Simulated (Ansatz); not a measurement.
# BSiNH (sextet): wave-function methods side by side, def2-QZVPP

The task here is to estimate one member of a computed series from the others.

The runs use Ansatz 0.2.0, Gaussian basis; def2-QZVPP, core rule «outside noble gas», up to 7 orbitals frozen.

The runs, in order: UHF; ROHF; CCSD(T) on UHF.

### The system

The geometry is a PBE0/def2-TZVP stationary point (not a proven minimum) of the parent state, kept for this charge and spin.

4 atoms, charge 0, spin multiplicity 6.

Atoms are counted from 1 here; the program's logs count them from 0.

Bond lengths: N1–B2 1.323 Å, B2–Si3 1.932 Å, Si3–H4 1.485 Å. Angles: N1–B2–Si3 176.5°, B2–Si3–H4 121.5°.

Coordinates:

```
atom    x (Å)     y (Å)     z (Å)
  N1  0.00000   0.05169   2.03534
  B2  0.00000   0.04449   0.71238
 Si3  0.00000  -0.08341  -1.21489
  H4  0.00000   1.12866  -2.07268
```

Set-up of the first run:

in.yaml reads:

```yaml
crystal:
  periodic: [false, false, false]
  atoms:
    - {symbol: N, position_ang: [0.000000, 0.051693, 2.035342]}
    - {symbol: B, position_ang: [0.000000, 0.044493, 0.712376]}
    - {symbol: Si, position_ang: [0.000000, -0.083412, -1.214889]}
    - {symbol: H, position_ang: [0.000000, 1.128664, -2.072682]}
basis:
  gaussian: {orbitals: "def2-QZVPP.json"}
magnetization: {spin_polarized: true, initial_magnetization: 5}
hamiltonian: {xc: hf}
output: {orbitals: {seedname: orbitals}}
```

The run is started by

```
$ ansatz run in.yaml --threads 1 --pin off --events-out ev --progress --plain --max-ram 2393MiB
```

Steps of the session up to this table: UHF; ROHF; CCSD(T) on UHF.

One table of the session follows, with a row left open; its other results are not shown here.

It belongs to the step «Misses and costs». 

```
  method  from UCCSD(T) (meV)
    ROHF              +9389.7
     UHF              +9112.1
    UMP2              +1409.0
   UCCSD                    ?
UCCSD(T)                    0
```

Estimate the missing values for UCCSD.

The run gave: from UCCSD(T) (meV): +348.0. In the column «from UCCSD(T) (meV)» it lies between UCCSD(T) (0) and UMP2 (+1409.0).
